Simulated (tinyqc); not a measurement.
Coupled-perturbed Hartree-Fock on RHF in the sto-3g basis, for LiH, spin multiplicity 1, step by step. One step of it, computed by the program tinyqc.

Task: Response to a field: uncoupled start. Field along y; U_ai = -mu_ai / (e_a - e_i), alpha = -4 sum U_ai mu_ai.

orbital energies (hartree): MO1 -2.353316, MO2 -0.270953, MO3 0.076484, MO4 0.163656, MO5 0.163656, MO6 0.500253

dipole integrals <a|y|i> (bohr), order a3, a4, a5, a6:
$$\begin{pmatrix}
0.000000 & 0.000000 \\
0.175006 & 0.832129 \\
-0.109417 & -0.520261 \\
0.000000 & 0.000000
\end{pmatrix}$$

Give: uncoupled U; uncoupled polarisability.

Result:

uncoupled U, order a3, a4, a5, a6:
$$\begin{pmatrix}
0.0000 & 0.0000 \\
-0.0695 & -1.9147 \\
0.0435 & 1.1971 \\
0.0000 & 0.0000
\end{pmatrix}$$

uncoupled polarisability = 8.9319 bohr^3
